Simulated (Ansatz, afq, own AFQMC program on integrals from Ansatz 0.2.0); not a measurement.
**SiH4 (singlet): AFQMC on the coupled-cluster ladder at scale of all distances = 1.000, 6-31G**

One table from this session's results is given with a row withheld; the runs are named, their logs left out.

Method: 6-31G, frozen cores; program: Ansatz 0.2.0, Gaussian basis, and an in-house AFQMC program (afq) on its integrals; all values are calculated.

To be run: Full CI; PBE (unrestricted); r2SCAN (unrestricted); PBE0 (unrestricted); B3LYP (unrestricted); CCSD(T) on RHF; wB97M-V (unrestricted); B2PLYP (unrestricted); Full CI; CCSDT(Q) on RHF; CCSDTQ on RHF; Phaseless AFQMC, CISD trial on RHF; Phaseless AFQMC, single-determinant trial on RHF; Free-projection AFQMC, CISD trial on RHF; Free-projection AFQMC, CISD trial on RHF; Phaseless AFQMC, first-order trial on RHF; UHF.

10 further runs of the same task are left out: 2 for a known fault of the program, 8 that didn't finish.

## The geometry

The geometry derives from a PBE0/def2-TZVP stationary point (not a proven minimum). All distances are scaled together.

5 atoms, charge 0, spin multiplicity 1.

Atoms are counted from 1 here; the program's logs count them from 0.

Bond lengths: Si1–H2 1.485 Å, Si1–H3 1.485 Å, Si1–H4 1.485 Å, Si1–H5 1.485 Å. Angles: H2–Si1–H3 109.5°, H2–Si1–H4 109.5°, H2–Si1–H5 109.5°, H3–Si1–H4 109.5°, H3–Si1–H5 109.5°, H4–Si1–H5 109.5°.

Geometry (Å):

```csv
atom,x (Å),y (Å),z (Å)
Si1,0.0000,0.0000,0.0000
H2,0.8558,0.8587,0.8568
H3,-0.8596,-0.8544,0.8574
H4,-0.8547,0.8555,-0.8611
H5,0.8584,-0.8599,-0.8531
```

The first run:

File in.yaml:

```yaml
crystal:
  periodic: [false, false, false]
  atoms:
    - {symbol: Si, position_ang: [0.000000, 0.000000, 0.000000]}
    - {symbol: H, position_ang: [0.855850, 0.858745, 0.856831]}
    - {symbol: H, position_ang: [-0.859551, -0.854424, 0.857445]}
    - {symbol: H, position_ang: [-0.854730, 0.855535, -0.861149]}
    - {symbol: H, position_ang: [0.858431, -0.859856, -0.853127]}
basis:
  gaussian: {orbitals: 6-31G}
correlation: {method: fci, electrons: outside_noble_gas}
```

Command:

```console
$ ansatz run in.yaml --threads 1 --pin off --events-out ev --progress --plain --max-ram 16896MiB --backend cuda --devices 0, --max-vram 18GiB
```

Among the steps run: Full CI; PBE (unrestricted); r2SCAN (unrestricted); PBE0 (unrestricted); B3LYP (unrestricted); CCSD(T) on RHF; wB97M-V (unrestricted); B2PLYP (unrestricted); CCSDT(Q) on RHF; CCSDTQ on RHF; Phaseless AFQMC, CISD trial on RHF; Phaseless AFQMC, single-determinant trial on RHF; Free-projection AFQMC, CISD trial on RHF; Free-projection AFQMC, CISD trial on RHF (settings varied); Phaseless AFQMC, first-order trial on RHF (settings varied); UHF.

One table of the session follows, with a row left open; its other results are not shown here.

On the RHF determinant, counted from full CI (exact for this spin and basis):

| level | from full CI (meV) |
| --- | --- |
| HF | +2343.8 |
| MP2 | ? |
| CCSD | +32.0 |
| CCSD(T) | +9.2 |
| CCSDT(Q) | +0.2 |
| CCSDTQ | 0.0 |
| full CI | 0.0 |
| Phaseless AFQMC, CISD trial, step 0.005, 4000 walkers | +0.1 |
| Phaseless AFQMC, single-determinant trial, step 0.005, 4000 walkers | +2.6 |
| Free-projection AFQMC, CISD trial, step 0.03, 4000 walkers | -0.1 |
| Free-projection AFQMC, CISD trial, step 0.08, 20 walkers | +3.4 |
| Phaseless AFQMC, first-order trial, step 0.005, 20 walkers | +12.0 |

**Question.** Estimate the row for MP2.

The run gave: from full CI (meV): +669.7. In the column «from full CI (meV)» it lies between CCSD (+32.0) and HF (+2343.8).

Caveats from the session: On RHF the phaseless walk with the CISD trial lies +0.1 meV from full CI, within three error bars.
